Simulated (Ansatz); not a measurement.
Input file:

```yaml
crystal:
  periodic: [false, false, false]
  atoms:
    - {symbol: B, position_ang: [0.000000, 0.000000, 0.087151]}
    - {symbol: H, position_ang: [0.000000, 0.918046, -1.261869]}
    - {symbol: H, position_ang: [0.000000, 0.000000, 1.588971]}
    - {symbol: H, position_ang: [0.000000, -0.918046, -1.261869]}
basis:
  gaussian: {orbitals: def2-SVPD}
total_charge: 1
magnetization: {spin_polarized: true, initial_magnetization: 1}
hamiltonian: {xc: {name: B3LYP}}
correlation: {method: ccsdt_q_b, electrons: outside_noble_gas}
accuracy: high
output: {forces: true}
```

```sh
$ ansatz run in.yaml --threads 1 --pin off --events-out ev --progress --plain --max-ram 2393MiB
```

Log:

```
882 factors; integrals over basis functions are off by at most 3.1e-9 eV
mean field evaluation 1: about -709.0160 eV, gradient 7.7e0 eV
mean field evaluation 2: about -709.0155 eV, gradient 7.7e0 eV
mean field evaluation 4: about -709.5847 eV, gradient 5.2e-1 eV
mean field evaluation 8: about -709.5904 eV, gradient 1.9e-2 eV
mean field evaluation 16: about -709.5904 eV, gradient 1.6e-7 eV
mean field -709.59038606 eV, -26.0769657100 hartree, gradient 1.3e-8 eV, S^2 0.762169; 0 other end points of the search recorded, 0 dependent functions left out
1 core orbitals not correlated: weight in the atoms' cores, before any rotation towards them, 1.000 or more for the frozen orbitals, at most 0.000 for the correlated occupied ones
reference -703.88076236 eV, -25.8671409091 hartree; 3, 2 occupied and 40, 41 virtual orbitals, 882 factors
second order -2.15053918 eV of doubles, -0.12759396 eV of singles
cycle   1  -2.68172632 eV  change   -4.0e-1 eV  update   5.8e-2
cycle   2  -2.95287356 eV  change   -2.7e-1 eV  update   2.8e-2
cycle   3  -2.96673575 eV  change   -1.4e-2 eV  update   9.9e-3
cycle   4  -2.98028689 eV  change   -1.4e-2 eV  update   5.8e-3
cycle   5  -2.98359993 eV  change   -3.3e-3 eV  update   2.6e-3
...
cycle  17  -2.98347815 eV  change   -5.0e-8 eV  update   9.4e-8
cycle  18  -2.98347810 eV  change    4.3e-8 eV  update   5.6e-8
cycle  19  -2.98347805 eV  change    5.7e-8 eV  update   3.6e-8
cycle  20  -2.98347804 eV  change    6.0e-9 eV  update   2.2e-8
cycle  21  -2.98347803 eV  change    1.1e-8 eV  update   2.3e-8
cycle  22  -2.98347802 eV  change    1.2e-8 eV  update   1.1e-8
cycle  23  -2.98347801 eV  change    6.3e-9 eV  update   5.0e-9
cycle  24  -2.98347801 eV  change    1.2e-9 eV  update   1.9e-9
cycle  25  -2.98347801 eV  change  -4.4e-11 eV  update  7.1e-10
cycle  26  -2.98347801 eV  change   1.5e-10 eV  update  3.1e-10
perturbative correction -0.00172849 eV, -0.0000635209 hartree
the calculation of the forces begins
Total energy: -706.86596886 eV, -25.9768452247 hartree
Atom 0 at     0.000000     0.000000     0.087151 Å, force    -0.000000    -0.000000    -0.586992 eV/Å
Atom 1 at     0.000000     0.918046    -1.261869 Å, force     0.000000    -1.347110     2.258972 eV/Å
Atom 2 at     0.000000     0.000000     1.588971 Å, force     0.000000     0.000000    -3.930952 eV/Å
Atom 3 at     0.000000    -0.918046    -1.261869 Å, force    -0.000000     1.347110     2.258972 eV/Å
Dipole moment:     0.000000    -0.000000    -0.161002 e Å
```

Forces (eV/Å):
```
B    0.000  0.000 -0.587
H    0.000 -1.347  2.259
H    0.000  0.000 -3.931
H    0.000  1.347  2.259
```

Ran on 1 thread of Arm Neoverse V1, shared host: 1.7 min wall, 1.9 GiB peak host memory.
